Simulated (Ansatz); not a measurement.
Computed with Ansatz on PBE0-D4/def2-TZVP structures; ΔE is electronic, products minus reactants. CCSD(T)/CBS is the MP2 limit (def2-TZVPP, def2-QZVPP) plus CCSD(T) − MP2 in def2-TZVPP, frozen cores. This one scheme is used for every species. Functionals use def2-TZVPP. B3LYP here is the variant with VWN-RPA as its local correlation; programs differ in this. HSE06 is defined as in plane-wave codes. No spin–orbit coupling; open shells (•) take unrestricted orbitals. Each species was taken in one conformer, which may not be the lowest.

`CCOC` → `[CH3]`• + `CC[O]`•  (homolysis of the C–O bond)

`CCOC`:

Cartesian coordinates in Å:
```
C 1.320 -0.412 -1.145
C 0.375 -0.398 0.029
O -0.543 0.652 -0.138
C -1.459 0.733 0.916
H 1.862 0.533 -1.213
H 0.771 -0.559 -2.077
H 2.046 -1.221 -1.040
H 0.930 -0.264 0.971
H -0.162 -1.356 0.106
H -2.130 1.567 0.709
H -2.054 -0.188 1.006
H -0.956 0.911 1.877
```

`[CH3]`•:

```xyz
4

C     0.000    0.000    0.000
H    -0.691    0.826   -0.088
H     0.227   -0.609   -0.863
H     0.463   -0.217    0.951
```

`CC[O]`•:

```xyz
8

C     0.015    0.637    0.467
C    -0.038   -0.582   -0.431
O     1.153   -1.171   -0.702
H    -0.987    1.042    0.632
H     0.631    1.417    0.015
H     0.446    0.380    1.436
H    -0.520   -0.355   -1.402
H    -0.701   -1.367   -0.015
```

```
             level  ΔE (eV)  difference from CCSD(T)/CBS
       LDA (SPW92)     4.64                         0.67
            PBE-D4     3.80                        -0.17
         revPBE-D4     3.66                        -0.31
           BLYP-D4     3.60                        -0.37
         r2SCAN-D4     3.52                        -0.45
            B97M-V     3.70                        -0.27
          B3LYP-D4     3.65                        -0.32
        r2SCANh-D4     3.51                        -0.46
        r2SCAN0-D4     3.48                        -0.49
          HSE06-D4     3.75                        -0.22
          BHLYP-D4     3.50                        -0.47
      CAM-B3LYP-D4     3.75                        -0.22
           ωB97X-V     3.87                        -0.10
           ωB97M-V     3.87                        -0.10
          PBE-QIDH     3.87                        -0.10
               PBE     3.74                        -0.23
            revPBE     3.45                        -0.52
              BLYP     3.47                        -0.50
            r2SCAN     3.50                        -0.47
              PBE0     3.69                        -0.28
             B3LYP     3.55                        -0.42
           r2SCANh     3.49                        -0.48
           r2SCAN0     3.46                        -0.51
             HSE06     3.70                        -0.27
             BHLYP     3.43                        -0.54
         CAM-B3LYP     3.70                        -0.27
           LC-ωPBE     3.72                        -0.25
RPA@PBE/def2-TZVPP     3.73                        -0.24
      MP2/def2-SVP     4.13                         0.16
     CCSD/def2-SVP     3.73                        -0.24
  CCSD(T)/def2-SVP     3.82                        -0.15
     HF/def2-TZVPP     2.27                        -1.70
SCS-MP2/def2-TZVPP     4.11                         0.14
   CCSD/def2-TZVPP     3.72                        -0.25
     HF/def2-QZVPP     2.28                        -1.69
    MP2/def2-QZVPP     4.31                         0.34
SCS-MP2/def2-QZVPP     4.19                         0.22
      HF/CBS(def2)     2.28                        -1.69
     MP2/CBS(def2)     4.36                         0.39
    CCSD/CBS(def2)     3.84                        -0.13
       CCSD(T)/CBS     3.97                            0
```

Largest T1 diagnostic among the species: 0.018.

From PBE to PBE0 (25 % exact exchange), in def2-TZVPP and without D4, ΔE moves by −0.05 eV: exact exchange takes away binding that semilocal exchange gives to molecules. In def2-TZVPP, CCSD(T) changes the Hartree–Fock value by +1.58 eV (the triples alone add +0.13 eV) and MP2 by +1.97 eV; breaking electron pairs costs correlation energy, which Hartree–Fock lacks. Leaving LDA and LC-ωPBE aside and taking each functional with its dispersion term where it has one, the values spread over 0.39 eV, from r2SCAN0-D4 to PBE-QIDH. LDA lies +0.90 eV from PBE without D4, its usual overbinding.
